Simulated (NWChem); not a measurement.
System: hydrogen cyanide (CHN); SMILES C#N

All runs: NWChem. The geometry was optimised at PBE0-D3(BJ)/def2-TZVP.

Diagonal of the polarisability tensor at B3LYP/aug-cc-pVDZ, 589 nm: 14.06, 14.06, 23.35 bohr³.

Problem. Find the mean polarisability volume, the molar refraction, and the refractive index that an ideal gas of it would have at 273.15 K and 1 atm.

Solution. 
1. Mean: one third of the trace = 17.16 bohr³ × 0.14818 Å³/bohr³ = 2.54 Å³.
2. Molar refraction (Lorentz-Lorenz): (4π/3) N_A α = 6.4 cm³/mol.
3. Number density p/kT = 2.687 × 10⁻⁵ Å⁻³; n − 1 = 2π N α = 4.29 × 10⁻⁴.
